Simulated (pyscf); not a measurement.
**Routes from H₃Si–CH₂–GeH₃ + H atom (H•)**

Candidate steps break at most two bonds and form at most two. Each was searched with GFN2-xTB (tblite) first. PySCF, gas phase, ωB97X-D3(BJ)/def2-SVP geometries. Energies: ωB97M-D3(BJ)/def2-TZVP, kcal/mol, from the separated reactants, doublet surface; ΔG‡ with ideal gas, 1 atm, RRHO with modes under 100 cm⁻¹ raised to 100, one conformer, R ln 2 for chiral ones without a mode under 150 cm⁻¹.

```csv
products,type,ΔE‡,ΔE,ΔG‡ 298 K,ΔG‡ 900 K,ν‡ (cm⁻¹)
H₃C–SiH₃ + GeH₃•,substitution at C,18.4,-28.2,26.2,41.6,1180i
SiH₃• + H₃C–GeH₃,substitution at C,26.7,-16.6,34.2,49.4,1355i
```

Abstraction by the radical was not located in this set and often lies lower. Plain bond fissions and candidates not yet searched are not listed, and one of them may be faster. Each barrier is that of the saddle found; lower ones may exist. Elements up to Kr have no core potential and no relativistic terms here.
